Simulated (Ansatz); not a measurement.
Relaxed structures of CH₆BS (charge +1), closed shell (PBE0-D4/def2-TZVP; forces vanish, vibrations not checked; lower isomers may exist, and structures with a doubtful reference or unclear bonds are left out; Å). Program: Ansatz 0.2.0. Basis: def2-TZVPP. Cores are frozen in the correlated methods.

(1) Rank them by CCSD(T) energy, lowest first, and give each one's height above the lowest. Links in brackets join atoms within 1.22 times the sum of their covalent radii (1.1 for two metals). (An estimate is asked for; the value comes from the calculation.)
A.
CH₆BS ([BH2][CH2][SH2]), total charge +1
```
9
angstrom
B -0.6154 0.4376 -1.1329
C -0.3858 -0.1431 0.3134
S 1.2640 -0.8664 0.5176
H -1.6801 0.9232 -1.3320
H 0.2313 0.3900 -1.9691
H 2.0228 0.2482 0.4350
H 1.3800 -0.9578 1.8634
H -1.0848 -0.9718 0.4815
H -0.5667 0.6009 1.0934
```
B.
CH₆BS ([BH2][CH][SH3]), total charge +1
```
9
angstrom
B 0.0093 -0.0250 -1.2914
C 0.0624 -0.8164 -0.0116
S -0.2701 0.0850 1.2940
H 0.2349 -0.5762 -2.3169
H -0.2609 1.1421 -1.2267
H 0.6324 0.2903 2.3161
H 0.2799 -1.8618 0.1796
H -1.3469 -0.1568 2.1208
H -0.5141 1.3484 0.8733
```
C.
CH₆BS ([H]1[H][BH]12[CH2][SH]2), total charge +1
```
9
angstrom
B -0.1504 -0.0031 -0.8552
C 0.8168 -0.5411 0.2259
S -0.4971 0.5064 0.9780
H -0.9387 -0.5440 -1.5451
H -0.0388 1.2388 -1.4651
H 1.7853 -0.1032 0.4465
H 0.7417 -1.5906 0.4910
H -1.4444 -0.4416 1.1351
H 0.7150 0.9006 -1.4311
```

T1 diagnostic: at most 0.014.

## Answers

(1) The calculation gives: A (0.00 kcal/mol), C (10.05 kcal/mol), B (71.75 kcal/mol). Heights count from the lowest.

For scale, one of the runs: CCSD(T)/def2-TZVPP, 188 basis functions, launched by `ansatz run in.yaml --threads 2 --pin off --events-out ev --progress --plain --max-ram 4352MiB`. Hardware: 2 CPU threads of an Arm Neoverse V2, shared host. Wall time 28 s; peak host memory 1.9 GiB.
